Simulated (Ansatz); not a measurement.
Basis-set extrapolation for C4H8N2 (`C#CN(C)CN`) (PBE0-D4/def2-TZVP geometry, frozen core, the Gaussian-basis code of Ansatz). Multiplicity 1, RHF reference.

|  | def2-TZVPP | def2-QZVPP |
| --- | --- | --- |
| HF | -265.042069 | -265.054185 |
| MP2 correlation | -1.071499 | -1.142534 |
| CCSD(T) correlation | -1.157804 | not run |

Energies in hartree. Use E(X) = E(∞) + A·exp(−7.88·√X) for Hartree–Fock and E(X) = E(∞) + B·X^(−2.97) for correlation, with X = 3 and 4, and add CCSD(T) minus MP2 of the smaller set to the MP2 limit.

Problem. What is the CCSD(T) energy at the basis-set limit?

Solution. HF limit: -265.054185 + (-0.012116) × 0.13774 = -265.05585. MP2 limit: -1.142534 + (-0.071035) × 0.74074 = -1.19515. Higher-order term: -1.157804 − (-1.071499) = -0.08631. Total: -266.33731 hartree, 360.8 kJ/mol below CCSD(T)/def2-TZVPP.
